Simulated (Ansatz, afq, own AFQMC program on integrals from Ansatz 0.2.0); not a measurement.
# GeH$_{2}$O, singlet: a scan with AFQMC

```xyz
4

Ge    0.0000   -0.0451    0.3362
O     0.0000    0.1518   -1.4436
H     0.0000    1.5359    0.5766
H     0.0000   -0.6985   -1.8920
```

The Ge1–O2 distance is changed with both sides rigid. Energies in eV count from this geometry (1.791 Å) at the same level; the start stands on RHF, each point on the determinant named.

Basis cc-pVDZ. Noble-gas cores (and the filled d shells of Ga–Kr and In–Xe) are frozen. Integrals, coupled cluster, full CI and functionals: Ansatz 0.2.0; the random walks run on the same integrals in our own AFQMC program. ph-AFQMC/CISD is guided by a CISD state made of CCSD amplitudes; releasing the constraint for a short imaginary time cuts its bias at the price of noise, slowly where states lie close. ± is one standard error of the sampling. No spin–orbit coupling.

Cautions, each for one point or more: (Q) is large, so the cluster series hasn't closed; cluster runs in doubt by the program's own checks; higher spins were not checked; inner d shell frozen; no relativity below Rb; no spin-orbit coupling; raised T1 diagnostic; released walk and highest rung disagree; restricted determinant unstable towards unrestricted; strong correlation.

```tsv
r(Ge1–O2) / Å	det.	T1	weight	CCSD(T)	ph-AFQMC/CISD	released AFQMC	MP2	wB97M-V
1.408	RHF	0.013	0.89	4.258	4.256 ± 0.021	4.300 ± 0.031*	4.219	4.038
2.178	RHF	0.034	0.86	0.906	0.869 ± 0.031	0.994 ± 0.054*	0.988	1.033
2.914	RHF¶	0.057	0.78	3.248	3.375 ± 0.038	3.302 ± 0.070*	3.652	3.680§
```

Weight is that of the determinant in the CISD state; at the start T1 is 0.021 and the weight 0.88. ¶ marks points with a poor determinant and no full CI, where no value is sure; they don't count among the departures. An asterisk marks released energies that aren't shown to be converged. § marks a functional whose ⟨S²⟩ is too high by over 0.1. Largest departures from phaseless AFQMC with a CISD trial: CCSD(T) 0.037 eV at 2.178 (on RHF) (within the noise), MP2 0.119 eV at 2.178 (on RHF), wB97M-V -0.219 eV at 1.408. The walk's constraint bias lies outside its error bars, so these are departures and not errors. Functionals count only at points shown to share the start's state and spin. In this small basis the wave-function levels are far from their limit, so their gap to the functionals isn't the functionals' error.

Some points may be missing: those where a free walk finds a much lower state, and past Zn most of those on another determinant than at the start.

A walk keeps the symmetry of its determinant, which the program's search chose and which needn't be the lowest solution, so a lower state of the same spin and another symmetry isn't excluded.
